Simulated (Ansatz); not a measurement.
# CF₃ (quartet): from Hartree-Fock to the top rungs, cc-pVDZ

The task here is to estimate one member of a computed series from the others.

Program: Ansatz 0.2.0, Gaussian basis. Level of theory: cc-pVDZ, core rule «outside noble gas», up to 4 orbitals frozen. These are calculated values, not measurements.

Plan: UHF; CCSD(T) on ROHF; CCSD(T) on UHF; BCCD(T) on ROHF; CCSDT(Q) on ROHF; CCSDT(Q) on UHF; CASSCF and MRCISD+Q, 19 electrons in 13 orbitals; CASSCF and NEVPT2, 19 electrons in 13 orbitals.

5 further runs of the same task are left out: 1 that didn't finish, 4 set aside as unsound or not needed.

## The system

The geometry is a PBE0/def2-TZVP stationary point (not a proven minimum) of the parent state, kept for this charge and spin.

4 atoms, charge 0, spin multiplicity 4.

Atoms are counted from 1 here; the program's logs count them from 0.

Bond lengths: C1–F2 1.313 Å, C1–F3 1.313 Å, C1–F4 1.313 Å. Angles: F2–C1–F3 111.4°, F2–C1–F4 111.4°, F3–C1–F4 111.4°.

The first run:

Input file in.yaml:

```yaml
crystal:
  periodic: [false, false, false]
  atoms:
    - {symbol: C, position_ang: [0.000956, -0.000411, -0.325451]}
    - {symbol: F, position_ang: [1.251942, 0.013220, 0.072244]}
    - {symbol: F, position_ang: [-0.637643, 1.077912, 0.065349]}
    - {symbol: F, position_ang: [-0.614904, -1.090872, 0.068155]}
basis:
  gaussian: {orbitals: cc-pVDZ}
magnetization: {spin_polarized: true, initial_magnetization: 3}
hamiltonian: {xc: hf}
output: {orbitals: {seedname: orbitals}}
```

On the command line:

```console
$ ansatz run in.yaml --threads 1 --pin off --events-out ev --progress --plain --max-ram 4096MiB --backend cpu
```

Among the steps run: UHF; CCSD(T) on ROHF; CCSD(T) on UHF; BCCD(T) on ROHF; CCSDT(Q) on ROHF; CCSDT(Q) on UHF; CASSCF and MRCISD+Q, 19 electrons in 13 orbitals; CASSCF and NEVPT2, 19 electrons in 13 orbitals.

One table of the session follows, with a row left open; its other results are not shown here.

| method | from RCCSDT(Q) (kJ/mol) |
| --- | --- |
| RMP2 | +106.3 |
| UMP2 | +127.5 |
| RCCSD | +78.3 |
| UCCSD | +76.6 |
| RCCSD(T) | +26.5 |
| UCCSD(T) | +26.7 |
| BCCD(T) | +26.0 |
| RCCSDT | ? |
| UCCSDT | +13.7 |
| RCCSDT(Q) | 0 |
| UCCSDT(Q) | -0.2 |
| CASSCF valence | +1588.6 |
| NEVPT2 valence | +198.1 |
| MRCISD valence | +195.8 |
| MRCISD+Q valence | +57.6 |

**Question.** Estimate the row for RCCSDT.

As computed: from RCCSDT(Q) (kJ/mol): +13.8. In the column «from RCCSDT(Q) (kJ/mol)» it lies between UCCSDT (+13.7) and BCCD(T) (+26.0).

Left out of the table: ROHF, UHF (another determinant or state than the rows shown).

Caveats from the session: The report flags that the cluster equations may have other roots. The program flags RCCSD(T), UCCSD(T), BCCD(T), RCCSDT(Q), UCCSDT(Q) as in doubt, so the zero of the table is itself unsure. Warnings: coupled cluster took another determinant than the lowest. Restricted and unrestricted rows rest on different reference determinants; where their highest levels disagree by more than a few hundredths of an eV, they describe different states and don't form one ladder.
